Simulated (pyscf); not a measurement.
H₃Ge–AsH₂ (SMILES [GeH3][AsH2]) → H₂Ge=AsH (SMILES [GeH2]=[AsH]) + H₂ (SMILES [H][H]), gas phase, singlet surface. Single points on ωB97X-D3(BJ)/def2-SVP structures (PySCF, gas phase). ΔG in kcal/mol from ωB97M-D3(BJ)/def2-TZVP energies (ideal gas, 1 atm, RRHO with modes under 100 cm⁻¹ raised to 100, one conformer, R ln 2 for chiral ones without a mode under 150 cm⁻¹).

| T (K) | ΔG |
|---|---|
| 298 | +21.4 |
| 600 | +13.1 |
| 900 | ? |
| 1200 | -3.5 |

Problem. Fit a line to the three values, predict ΔG at 900 K, and estimate where the reaction turns favourable at 1 atm of each gas.

Solution. Least squares gives ΔG = +29.6 − 27.6 × T/1000 K, so ΔS is about +115 J/(mol K) and ΔH about +29.6 kcal/mol over this range (ΔH at 298 K: +29.3). At 900 K the line gives +4.8; the computed value is +4.7. ΔG = 0 falls near 1070 K; 1 kcal/mol in the energy moves that by 36 K. This is thermodynamics alone and says nothing of the barrier. Elements up to Kr have no core potential and no relativistic terms here.
